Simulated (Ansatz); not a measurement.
**Nudged elastic band run: CH₅NSi**

Input:

```yaml
crystal:
  periodic: [false, false, false]
  atoms:
    - { symbol: "N", position_ang: [-1.548541, 0.184636, -0.694253] }
    - { symbol: C, position_ang: [-0.281193, 0.391646, -0.653978] }
    - { symbol: Si, position_ang: [0.710374, -0.422743, 0.765561] }
    - { symbol: H, position_ang: [-1.977087, 0.678672, -1.502714] }
    - { symbol: H, position_ang: [0.264037, 1.024423, -1.402633] }
    - { symbol: H, position_ang: [0.220591, 0.096308, 2.088566] }
    - { symbol: H, position_ang: [2.173209, -0.095806, 0.62018] }
    - { symbol: H, position_ang: [0.530811, -1.914236, 0.723471] }
basis:
  gaussian: { orbitals: def2-SVP }
hamiltonian:
  xc: pbe
neb:
  order_check: false
  images: 9
  f_tol: 0.05
  max_iterations: 60
  final_atoms:
    - { symbol: "N", position_ang: [-1.34738271, -0.14273807, -1.0893732] }
    - { symbol: C, position_ang: [-0.35891466, 0.46415847, -0.53500468] }
    - { symbol: Si, position_ang: [0.70452124, -0.43598757, 0.76748232] }
    - { symbol: H, position_ang: [-1.82115713, 0.48684914, -1.76796621] }
    - { symbol: H, position_ang: [-0.07985276, 1.52545585, -0.77551095] }
    - { symbol: H, position_ang: [0.61736134, 0.30833338, 2.07530634] }
    - { symbol: H, position_ang: [2.1465618, -0.41475305, 0.32953876] }
    - { symbol: H, position_ang: [0.23106389, -1.84841816, 0.93972762] }
  initial_path:
    images:
      - { positions_ang: [[-1.548541, 0.184636, -0.694253], [-0.281193, 0.391646, -0.653978], [0.710374, -0.422743, 0.765561], [-1.977087, 0.678672, -1.502714], [0.264037, 1.024423, -1.402633], [0.220591, 0.096308, 2.088566], [2.173209, -0.095806, 0.62018], [0.530811, -1.914236, 0.723471]] }
      - { positions_ang: [[-1.57659675, 0.14076415, -0.68696756], [-0.3202995, 0.36284454, -0.65009976], [0.68560505, -0.42213078, 0.75633326], [-1.83924449, 0.75263608, -1.48108504], [0.21429929, 0.99093446, -1.40736552], [0.21982698, 0.097329, 2.08530971], [2.14860136, -0.07076965, 0.59881433], [0.56000907, -1.90870781, 0.72926058]] }
      - { positions_ang: [[-1.60465251, 0.09689231, -0.67968213], [-0.35940601, 0.33404308, -0.64622153], [0.66083611, -0.42151855, 0.74710552], [-1.70140198, 0.82660016, -1.45945607], [0.16456157, 0.95744592, -1.41209803], [0.21906295, 0.09835001, 2.08205342], [2.12399372, -0.04573331, 0.57744865], [0.58920714, -1.90317961, 0.73505016]] }
      - { positions_ang: [[-1.63270826, 0.05302046, -0.67239669], [-0.39851251, 0.30524162, -0.64234329], [0.63606716, -0.42090633, 0.73787778], [-1.56355947, 0.90056423, -1.43782711], [0.11482386, 0.92395738, -1.41683055], [0.21829893, 0.09937101, 2.07879713], [2.09938608, -0.02069696, 0.55608298], [0.61840521, -1.89765142, 0.74083974]] }
      - { positions_ang: [[-1.66076401, 0.00914862, -0.66511125], [-0.43761902, 0.27644016, -0.63846505], [0.61129822, -0.42029411, 0.72865005], [-1.42571696, 0.97452831, -1.41619814], [0.06508614, 0.89046885, -1.42156307], [0.2175349, 0.10039202, 2.07554084], [2.07477844, 0.00433939, 0.53471731], [0.64760329, -1.89212323, 0.74662932]] }
      - { positions_ang: [[-1.68881977, -0.03472323, -0.65782582], [-0.47672552, 0.2476387, -0.63458681], [0.58652927, -0.41968189, 0.71942231], [-1.28787445, 1.04849239, -1.39456918], [0.01534843, 0.85698031, -1.42629558], [0.21677088, 0.10141302, 2.07228455], [2.05017081, 0.02937573, 0.51335163], [0.67680136, -1.88659503, 0.7524189]] }
      - { positions_ang: [[-1.62053236, -0.0563262, -0.74413529], [-0.45316335, 0.29094265, -0.61467039], [0.61012766, -0.42294302, 0.72903431], [-1.39453098, 0.93616374, -1.46924859], [-0.00369181, 0.99067542, -1.29613866], [0.29688897, 0.1427971, 2.07288891], [2.06944901, -0.05945002, 0.47658906], [0.58765386, -1.87895966, 0.78988065]] }
      - { positions_ang: [[-1.55224494, -0.07792916, -0.83044477], [-0.42960118, 0.33424661, -0.59475396], [0.63372606, -0.42620416, 0.73864631], [-1.50118752, 0.82383509, -1.54392799], [-0.02273205, 1.12437053, -1.16598173], [0.37700706, 0.18418117, 2.07349327], [2.0887272, -0.14827578, 0.43982648], [0.49850637, -1.87132429, 0.82734239]] }
      - { positions_ang: [[-1.48395753, -0.09953213, -0.91675425], [-0.40603901, 0.37755056, -0.57483754], [0.65732445, -0.4294653, 0.74825832], [-1.60784406, 0.71150644, -1.6186074], [-0.04177229, 1.25806563, -1.0358248], [0.45712515, 0.22556524, 2.07409763], [2.1080054, -0.23710154, 0.40306391], [0.40935888, -1.86368891, 0.86480413]] }
      - { positions_ang: [[-1.41567012, -0.1211351, -1.00306373], [-0.38247683, 0.42085452, -0.55492111], [0.68092284, -0.43272643, 0.75787032], [-1.7145006, 0.59917779, -1.69328681], [-0.06081253, 1.39176074, -0.90566787], [0.53724324, 0.26694931, 2.07470198], [2.1272836, -0.3259273, 0.36630133], [0.32021139, -1.85605354, 0.90226588]] }
      - { positions_ang: [[-1.34738271, -0.14273807, -1.0893732], [-0.35891466, 0.46415847, -0.53500468], [0.70452124, -0.43598757, 0.76748232], [-1.82115713, 0.48684914, -1.76796621], [-0.07985276, 1.52545585, -0.77551095], [0.61736134, 0.30833338, 2.07530634], [2.1465618, -0.41475305, 0.32953876], [0.23106389, -1.84841816, 0.93972762]] }
```

Command:

```bash
$ ansatz run input.yaml --threads 1 --pin off --max-ram 2048MiB --backend cpu --events-out ev --progress --plain --runs-dir out
```

Output, in part (warnings, iteration lines, the closing report on the highest movable image, with atoms numbered from 0):

```
NEB end point (image 0): max|allowed force component| = 1.800e-2 eV/Å (the criterion of neb.relax_end_points is 1.000e-2)
NEB end point (image 10): max|allowed force component| = 1.563e-2 eV/Å (the criterion of neb.relax_end_points is 1.000e-2)
NEB iter   1: max|band force component| = 5.988e0 eV/Å  barrier→ = 3.5115 eV  barrier← = 3.5273 eV  Δτ_max = 0.1991 Å  (282 SCF iters)
NEB iter   2: max|band force component| = 3.989e0 eV/Å  barrier→ = 1.6182 eV  barrier← = 1.6340 eV  Δτ_max = 0.2000 Å  (289 SCF iters)
NEB iter   3: max|band force component| = 4.572e0 eV/Å  barrier→ = 1.0150 eV  barrier← = 1.0309 eV  Δτ_max = 0.0988 Å  (277 SCF iters)
NEB iter   4: max|band force component| = 1.937e0 eV/Å  barrier→ = 0.5286 eV  barrier← = 0.5444 eV  Δτ_max = 0.1946 Å  (246 SCF iters)
NEB iter   5: max|band force component| = 1.000e0 eV/Å  barrier→ = 0.1293 eV  barrier← = 0.1451 eV  Δτ_max = 0.2000 Å  (245 SCF iters)
NEB iter   6: max|band force component| = 6.371e-1 eV/Å  barrier→ = 0.0456 eV  barrier← = 0.0614 eV  Δτ_max = 0.2000 Å  (255 SCF iters)
NEB iter   7: max|band force component| = 5.400e-1 eV/Å  barrier→ = 0.0142 eV  barrier← = 0.0300 eV  Δτ_max = 0.2000 Å  (259 SCF iters)
NEB iter   8: max|band force component| = 3.491e-1 eV/Å  barrier→ = 0.0105 eV  barrier← = 0.0263 eV  CI = image 6  Δτ_max = 0.0865 Å  (273 SCF iters)
NEB iter   9: max|band force component| = 3.310e-1 eV/Å  barrier→ = 0.0002 eV  barrier← = 0.0160 eV  CI = image 4  Δτ_max = 0.0564 Å  (244 SCF iters)
NEB iter  10: max|band force component| = 2.082e-1 eV/Å  barrier→ = -0.0005 eV  barrier← = 0.0153 eV  CI = image 1  Δτ_max = 0.0347 Å  (248 SCF iters)
NEB iter  11: max|band force component| = 1.010e-1 eV/Å  barrier→ = -0.0003 eV  barrier← = 0.0155 eV  CI = image 1  Δτ_max = 0.0183 Å  (249 SCF iters)
NEB iter  12: max|band force component| = 3.870e-2 eV/Å  barrier→ = -0.0002 eV  barrier← = 0.0156 eV  CI = image 1  Δτ_max = 0.0000 Å  (481 SCF iters)
Total energy: -10472.98984363 eV, -384.8752779061 hartree
Atom 0 at    -1.542946     0.159599    -0.712683 Å, force     0.004907     0.005747    -0.000292 eV/Å
Atom 1 at    -0.281876     0.396453    -0.649808 Å, force    -0.001834    -0.003322    -0.000520 eV/Å
Atom 2 at     0.709863    -0.422944     0.766326 Å, force     0.004133    -0.006951    -0.004724 eV/Å
Atom 3 at    -1.971340     0.663315    -1.514401 Å, force    -0.004362    -0.003396    -0.003894 eV/Å
Atom 4 at     0.256539     1.059062    -1.377459 Å, force    -0.001271     0.002507     0.005183 eV/Å
Atom 5 at     0.237910     0.112880     2.089266 Å, force    -0.000820     0.003247     0.003417 eV/Å
Atom 6 at     2.175173    -0.113688     0.608105 Å, force     0.000019    -0.000538    -0.000322 eV/Å
Atom 7 at     0.508878    -1.911778     0.734853 Å, force    -0.000773     0.002707     0.001152 eV/Å
Dipole moment:     0.137311     0.211894    -0.241662 e Å
```

The run converged. The highest image is an end point: on this band no image between the ends rises above it.

Final band:

| image | path coordinate (Å) | energy (kcal/mol) |
| --- | --- | --- |
| 0 | 0.00 | 0.0 |
| 1 | 0.07 | 0.0 |
| 2 | 0.21 | 0.0 |
| 3 | 0.36 | -0.1 |
| 4 | 0.50 | -0.1 |
| 5 | 0.64 | -0.2 |
| 6 | 0.78 | -0.2 |
| 7 | 0.92 | -0.3 |
| 8 | 1.07 | -0.3 |
| 9 | 1.21 | -0.4 |
| 10 | 1.35 | -0.4 |

Time of the run: 2.9 min on 1 thread of Arm Neoverse V1, on a shared host, peak memory 0.11 GiB.
